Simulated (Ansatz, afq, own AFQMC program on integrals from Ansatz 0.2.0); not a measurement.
BH3Br, doublet in cc-pVTZ, levels against AFQMC with the constraint released

```
atom    x (Å)   y (Å)    z (Å)
  Br  -0.4298  0.0000   0.0000
   H   1.2332  0.0000   0.0000
   B   2.5002  0.0000   0.0000
   H   3.0093  0.0000   1.0770
   H   3.0093  0.0000  -1.0770
```

Connectivity, by distances: Br ··· BH2, 1 bridging H.

Basis cc-pVTZ. Only valence electrons are correlated. AFQMC by an in-house program on the Cholesky factors that Ansatz 0.2.0 writes for its CCSD(T) run. ph-AFQMC/CISD is guided by a CISD state made of CCSD amplitudes; releasing the constraint for a short imaginary time cuts its bias at the price of noise, slowly where states lie close. Error bars are statistical, one sigma. No spin–orbit coupling.

Determinant: UHF, the one that the program's search chose, which needn't be the lowest solution. The geometry is a point of a scan.

No full CI on the walks' own integrals is used here. The released AFQMC energy serves as the reference, which it does only where one determinant dominates, the energy is flat over the last release times and near the phaseless one (40 meV or 2 meV an electron, half that with transition metals). On small molecules, where full CI could be run and the noise was under 10 meV, such values lay within 10 meV of it in 19 cases of 20, a flattering rate, since the rule was set on those same cases; what remains of the bias isn't in the error bar.

Cautions: no relativity below Rb; no spin-orbit coupling; inner d shell frozen; the released value is read at 2.40 1/Eh (meV from the phaseless value at times in 1/Eh: -9 ± 4 at 0.24, -16 ± 4 at 0.51, -25 ± 4 at 0.99, -28 ± 5 at 1.62, -31 ± 6 at 2.40).

```
T1 diagnostic                               : 0.0123
weight of the determinant in the CISD state : 0.874
⟨S²⟩ of the determinant                     : 0.772
size of the correlated space                : 13 electrons in 100 orbitals
```

Reference: AFQMC with the constraint released, correlation energy -8.604 ± 0.006 eV.

| level | E − E(reference) (mEh) | share of correlation (%) |
| --- | --- | --- |
| HF | 316.21 ± 0.23 | 0.00 |
| MP2 | 49.45 ± 0.23 | 84.36 |
| CCSD | 11.39 ± 0.23 | 96.40 |
| CCSD(T) | 1.69 ± 0.23 | 99.46 |
| ph-AFQMC/CISD | 1.12 ± 0.31 | 99.64 |

A walk keeps the symmetry of its determinant, which the program's search chose and which needn't be the lowest solution, so a lower state of the same spin and another symmetry isn't excluded. Released energies are given only where the last usable release times agree within the noise; a slower fall can still hide under it.
